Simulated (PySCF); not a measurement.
An unknown is described by computed data only.

Formula: CH4O3S.

| Property | Result |
| --- | --- |
| 1H NMR | chemical shifts (computed TMS as zero) by class: 4.64 (1 H), 2.80 (3 H) ppm [GIAO PBE0/pcSseg-1] |
| 13C NMR | chemical shifts (computed TMS as zero) by class: 45.4 (1 C) ppm [GIAO PBE0/pcSseg-1] |
| Rotational structure | rotational constants A, B, C: 4.877, 4.557, 4.364 GHz [GFN2-xTB] |
| NMR, other nuclei | isotropic shieldings of nuclei other than C and H, by class: 91 (2 O), 126 (1 O), 191 (1 S) ppm [GIAO PBE0/pcSseg-1] |
| UV, first state | lowest singlet excitation: 7.48 eV (166 nm, f = 0.005) [TDDFT B3LYP/def2-SVPD] |
| Triplet | lowest triplet excitation (Tamm–Dancoff): 7.31 eV [TDA B3LYP/def2-SVPD] |
| UV, strongest line | among the 8 lowest singlet transitions: S2 at 8.01 eV (155 nm, f = 0.045) [TDDFT B3LYP/def2-SVPD] |
| Dipole | 3.71 D [B3LYP/def2-SVPD] |
| Polarisability | 44.3 au [B3LYP/def2-SVPD] |

Gas-phase values; electronic properties from PySCF, density fitting. Levels stand in brackets. One conformer (not necessarily the lowest) at the GFN2-xTB geometry, without solvent, vibrations or thermal averaging. NMR classes are plain means over equivalent atoms (diastereotopic ones count apart unless rotation or inversion swaps them), as if these changed places fast.

**Question.** What is the compound? Reason from the data.

**Answer.** Numbering: `[CH3:1][S:2](=[O:3])(=[O:4])[OH:5]`. The one carbon: S-methyl carbon [C1] (45.4 ppm). Hydrogen classes from least to most shielded: 1 H on a hydroxyl oxygen, O5 (4.64 ppm), 3 H on an S-methyl carbon, C1 (2.80 ppm). The other shieldings belong to: 91 ppm, sulfonyl oxygen [O3/O4]; 126 ppm, hydroxyl oxygen [O5]; 191 ppm, sulfonyl sulfur [S2]. S1 is mainly HOMO→LUMO (weight 0.98); the largest Löwdin shares of the orbital it empties are 0.42 on a sulfonyl oxygen, 0.40 on a sulfonyl oxygen, 0.10 on the hydroxyl oxygen and 0.05 on the sulfonyl sulfur, of the orbital it fills 0.32 on the sulfonyl sulfur, 0.20 on the hydroxyl oxygen, 0.14 on the hydroxyl hydrogen and 0.10 on the S-methyl carbon. By its constants the optimised geometry is an asymmetric top. Structure: methanesulfonic acid (`CS(=O)(=O)O`). The assignments are read from this structure; whether some other isomer fits the data as well wasn't checked.

Shape of the structure used: `[CH3:1][S:2](=[O:3])(=[O:4])[OH:5]`: H–O5–S2–C1 121°.
